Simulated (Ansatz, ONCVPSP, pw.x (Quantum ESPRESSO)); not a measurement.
**From atom to crystal: ONCV potential for titanium**

* Element: Ti
* Generator: ONCVPSP 4.0.1
* Type: optimised norm-conserving Vanderbilt (ONCV)
* Functional: PBEsol
* Relativity: scalar-relativistic
* Frozen core: [Ar]
* Valence charge: 4
* Reference configuration: 3d2 4s1.5 4p0.5
* Partial waves: 4s: rc 3.00 bohr, ncon 3, nbas 6, qcut 2.1 1/bohr, 1 projector; 4p: rc 2.85 bohr, ncon 4, nbas 8, qcut 2.4 1/bohr, 2 projectors, debl 1 Ha; 3d: rc 1.60 bohr, ncon 4, nbas 9, qcut 9.5 1/bohr, 2 projectors, debl 2.8 Ha
* Local potential: polynomial inside 1.05 bohr (lpopt 3, dvloc0 1 Ha)
* Core correction: none

Atomic tests: cutoffs needed: 34 Ha and 39 Ha (the cutoffs (Ha) at which the residual kinetic energy of the hardest occupied pseudo-wave falls to 1 and 0.1 mHa per electron); ghost test: ghosts flagged at negative energy: s at -71.6 eV; GHOST(+) flagged for p at 26.9 eV; a true bound ghost makes a file unfit for plane-wave use; largest excitation error: +59 meV (all-electron minus pseudo) for 3d2 4s0 4p0, out of 4 test configurations.

Crystal test: fcc Ti in pw.x 7.5, no spin, 14³ k-points, Fermi–Dirac smearing 0.01 Ry, cutoffs 90/360 Ry. The reference is all-electron LAPW (Ansatz 0.2.0) with the same functional, mesh and smearing; V0 and B0 come from Birch–Murnaghan fits to the pressures at five volumes. Errors are pseudo minus all-electron; Δ is the rms difference of the E(V) curves that follow from these fits, minima aligned, over ±6 % about the mean V0. Mesh and smearing are coarse, so the numbers serve the comparison and aren't converged zero-temperature values; the lattice is a test structure that the element need not adopt.

| V (Å³/atom) | P all-electron (GPa) | P pseudo (GPa) |
| --- | --- | --- |
| 16.001 | 5.66 | 94.05 |
| 16.422 | 2.38 | 87.84 |
| 16.843 | -0.56 | 82.05 |
| 17.264 | -3.19 | 76.64 |
| 17.685 | -5.55 | 71.59 |

All-electron: a0 = 4.062 Å (V0 = 16.76 Å³/atom), B0 = 113.1 GPa.

Pseudopotential: mean pressure error (GPa): +82.68. The pressure does not cross zero within the volumes sampled, so no fit is given. The largest radius (3.00 bohr) exceeds half the bond length (2.72 bohr), so the spheres overlap, which is one possible source of error among others. This is a poor potential for the solid. The generator flags a localised state at positive energy (p at 27 eV). Note: ghosts flagged at negative energy: s at -71.6 eV; GHOST(+) flagged for p at 26.9 eV. A true bound ghost makes a file unfit for plane-wave use.

Task: At the middle volume, how do free energy and pressure move when the wave cutoff is lowered (ecutrho kept at four times it)?

Result:

| cutoff (Ry) | shift of F (meV/atom) | shift of P (GPa) |
| --- | --- | --- |
| 40 | +186.3 | -8.35 |
| 54 | +33.0 | -0.18 |
| 72 | +17.7 | -0.25 |

The run at the middle volume (104 k-points, 9 iterations) took about 21 s on one core of a shared host (Intel(R) Xeon(R) Platinum 8488C, 192 threads, 744 GiB, load 109).
